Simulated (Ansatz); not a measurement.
C₃H₆FN, SMILES C=NCCF, vertical spin-state energies

Program: Ansatz 0.2.0, Python API.

Run as a notebook:

**Cell 1**
```python
import warnings

import ansatz as az
```

**Cell 2**
```python
GEOMETRY = """
C    -0.87060    0.50570    1.44110
N    -0.71950   -0.59610    0.87740
C     0.48310   -0.65200    0.05730
C     0.35490   -0.09090   -1.33250
F     0.17040    1.24850   -1.27940
H    -0.24540    1.43320    1.31290
H    -1.78560    0.70600    2.05930
H     0.85150   -1.68840   -0.00580
H     1.34090   -0.09990    0.60430
H     1.13090   -0.32650   -1.95790
H    -0.64530   -0.49660   -1.75610
"""
```

**Cell 3**
```python
warnings.simplefilter("ignore", az.DeckWarning)
```

**Cell 4**
```python
mol = az.Crystal.molecule()
for line in GEOMETRY.strip().splitlines():
    symbol, *xyz = line.split()
    mol = mol.atom(symbol, [float(v) for v in xyz])

model = mol.calculation().basis(gaussian="def2-SVP").functional("b3lyp")
found = {}
for unpaired in [0, 2, 4]:
    summary = model.spin("collinear", total=unpaired).run().report
    s = unpaired / 2
    found[unpaired] = summary["free_energy_ev"]
    print(f"2S+1 = {unpaired + 1}: E = {found[unpaired]:.5f} eV, <S^2> = {abs(summary['mean_field']['state']['spin_squared']):.3f} (pure state {s * (s + 1):.2f})")
lowest = min(found, key=found.get)
for unpaired, e in found.items():
    print(f"multiplicity {unpaired + 1}: {(e - found[lowest]):.3f} eV above the lowest")
```
Output:
```text
2S+1 = 1: E = -7408.76227 eV, <S^2> = 0.000 (pure state 0.00)
2S+1 = 3: E = -7404.45205 eV, <S^2> = 2.005 (pure state 2.00)
2S+1 = 5: E = -7395.80993 eV, <S^2> = 6.008 (pure state 6.00)
multiplicity 1: 0.000 eV above the lowest
multiplicity 3: 4.310 eV above the lowest
multiplicity 5: 12.952 eV above the lowest
```

In order: multiplicity 1 (+0.00 eV), multiplicity 3 (+4.31 eV) and multiplicity 5 (+12.95 eV), all at the one geometry.

Total energies depend on the basis set; only differences at equal settings carry meaning. The geometry is a force-field or estimated start, not a minimum of this method, and the basis set is short of its limit. All parts are taken at fixed geometry, without zero-point energy. b3lyp holds the VWN-RPA fit, as in Gaussian; the form of ORCA and Turbomole is b3lyp5. Run time: 74 s on 1 thread of Intel(R) Xeon(R) Processor @ 2.30GHz (shared host), peak memory 0.39 GiB.
